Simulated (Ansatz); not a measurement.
Results of LDA (Ansatz, a program for electronic structure, PAW) for bcc Nb.

Run with plane-wave cutoff 500 eV, 20×20×1 k mesh (along the axes of the cell as run), Fermi–Dirac smearing 0.1 eV, scalar-relativistic PAW data made under PBE.

### Question
Give the computed surface energy of the (110) face and work function of the (110) face.

### Answer

- surface energy of the (110) face: 2.40 J/m²
- work function of the (110) face: 4.76 eV

The slab of 6 atoms is relaxed and unreconstructed.

The computed numbers hold no vibrational or temperature effects.
